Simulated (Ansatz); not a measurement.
**CHAlN+ (triplet): the correlation ladder, def2-QZVPP**

One table from this session's results is given with a row withheld; the runs are named, their logs left out.

Method: def2-QZVPP, core rule «outside noble gas», up to 7 orbitals frozen; program: Ansatz 0.2.0, Gaussian basis.

The runs, in order: UHF; ROHF; CCSD(T) on UHF.

2 further runs of the same task are left out: 2 set aside as unsound or not needed. Runs told in other sessions of the task aren't counted.

**The geometry**

The geometry is a PBE0/def2-TZVP stationary point (not a proven minimum) of the parent state, kept for this charge and spin.

4 atoms, charge 1, spin multiplicity 3.

Atoms are counted from 1 here; the program's logs count them from 0.

Bond lengths: Al1–C2 2.001 Å, C2–N3 1.208 Å, N3–H4 1.022 Å. Angles: Al1–C2–N3 172.8°, C2–N3–H4 124.4°.

Set-up of the first run:

in.yaml

```yaml
crystal:
  periodic: [false, false, false]
  atoms:
    - {symbol: Al, position_ang: [-0.000010, -0.130819, 2.269156]}
    - {symbol: C, position_ang: [0.000100, -0.117705, 0.267760]}
    - {symbol: N, position_ang: [-0.000031, -0.260415, -0.931731]}
    - {symbol: H, position_ang: [-0.000059, 0.508939, -1.605185]}
basis:
  gaussian: {orbitals: "def2-QZVPP.json"}
total_charge: 1
magnetization: {spin_polarized: true, initial_magnetization: 2}
hamiltonian: {xc: hf}
output: {orbitals: {seedname: orbitals}}
```

Command:

```sh
$ ansatz run in.yaml --threads 1 --pin off --events-out ev --progress --plain --max-ram 2393MiB
```

Among the steps run: UHF; ROHF; CCSD(T) on UHF.

One of the session's tables, all rows but one given; the rest of the session is left out.

```
  method  from UCCSD(T) (meV)
    ROHF                    ?
     UHF             +11322.0
    UMP2               +893.3
   UCCSD               +616.6
UCCSD(T)                    0
```

Estimate the missing values for ROHF.

The run gave: from UCCSD(T) (meV): +11366.5. In the column «from UCCSD(T) (meV)» it is the highest.
